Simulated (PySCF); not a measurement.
# Computed spin Hamiltonian

C4H4NS (doublet state).
Z-matrix (Å and degrees, GFN2-xTB geometry), rows numbered from 1:
```
C 
C   1  1.3701
C   2  1.4484  1  125.20
C   3  1.3463  2  110.97  1  -179.93
S   4  1.7382  3  109.29  2    -0.02
N   2  1.3506  1  121.65  3  -179.90
H   1  1.0738  2  120.78  3    -0.08
H   1  1.0730  2  120.42  3   179.96
H   3  1.0741  2  123.16  1     0.09
H   4  1.0710  3  130.14  2   179.99
```

The hyperfine couplings belong to this conformer and change with its torsions.

The species is `[CH2]c1ccsn1` [radical].

Theory: UKS B3LYP, pcH-1 on C H N S, non-relativistic, mean-field spin-orbit, GIAO (PySCF). Isolated species at its GFN2-xTB geometry, gas phase. A GFN2-xTB geometry isn't a minimum of the functional, and hyperfine couplings can be far from their values at a DFT geometry. Stability of the SCF solution: not tested. ⟨S²⟩ is 0.774 where a pure state has 0.75.

```
g1, g2, g3        : 2.00210, 2.00467, 2.00615
g_iso             : 2.00430
Form of g         : rhombic: the two nearest values differ by 37 % of g3 − g1
⟨S²⟩              : 0.7736 (exact 0.7500)
α and β electrons : 26, 25
Basis functions   : 200
```

Hyperfine couplings atom by atom, in mT; T1 to T3 are the principal values of the dipolar part; ρ(0) is the spin density at the nucleus (MHz turned into mT with g_iso):

| atom | isotope | a_iso | of which spin–orbit | T1 | T2 | T3 | Mulliken spin population | ρ(0) (bohr⁻³) |
| --- | --- | --- | --- | --- | --- | --- | --- | --- |
| C1 | 13C | 2.08 | -0.01 | -2.07 | -2.03 | 4.10 | 0.76 | 0.0519 |
| C2 | 13C | -1.53 | 0.00 | -0.81 | 0.31 | 0.50 | -0.19 | -0.0383 |
| C3 | 13C | 0.43 | 0.00 | -0.31 | -0.27 | 0.58 | 0.11 | 0.0108 |
| C4 | 13C | -0.50 | 0.00 | -0.50 | 0.23 | 0.26 | -0.09 | -0.0124 |
| S5 | 33S | 0.09 | -0.01 | -0.63 | -0.53 | 1.16 | 0.15 | 0.0083 |
| N6 | 14N | 0.50 | 0.01 | -0.59 | -0.57 | 1.16 | 0.32 | 0.0433 |
| H7 | 1H | -1.65 | 0.00 | -0.99 | -0.03 | 1.02 | -0.03 | -0.0104 |
| H8 | 1H | -1.64 | 0.00 | -0.92 | -0.05 | 0.97 | -0.03 | -0.0103 |
| H9 | 1H | -0.26 | 0.00 | -0.10 | -0.07 | 0.16 | 0.00 | -0.0016 |
| H10 | 1H | 0.18 | 0.00 | -0.06 | -0.04 | 0.10 | 0.00 | 0.0011 |

The Mulliken spin populations are largest on C1 (+0.76), N6 (+0.32), C2 (-0.19) and S5 (+0.15). The angles at C1 add up to 360.0°, so it is planar; its axial dipolar tensor and the negative couplings of its protons fit spin in a p orbital normal to that plane.

Axes: g1 is normal to the molecular plane and g2 points within 1° of the S5–N6 bond.

Under fast tumbling the dipolar parts average out, and these isotropic splittings remain: 1 × 1H (H7, I = 1/2, 2 lines) with 1.65 mT, 1 × 1H (H8, I = 1/2, 2 lines) with 1.64 mT, 1 × 14N (N6, I = 1, 3 lines) with 0.50 mT, 1 × 1H (H9, I = 1/2, 2 lines) with 0.26 mT and 1 × 1H (H10, I = 1/2, 2 lines) with 0.18 mT.

H7 and H8 aren't averaged: C1 is flat or nearly so (angle sum 360°), and its turn about the short C1–C2 bond (1.37 Å) is taken as slow.

The 13C coupling of C1 (58.2 MHz) shows only in satellite lines or after enrichment, since that isotope makes up about 1.07 % of natural carbon.
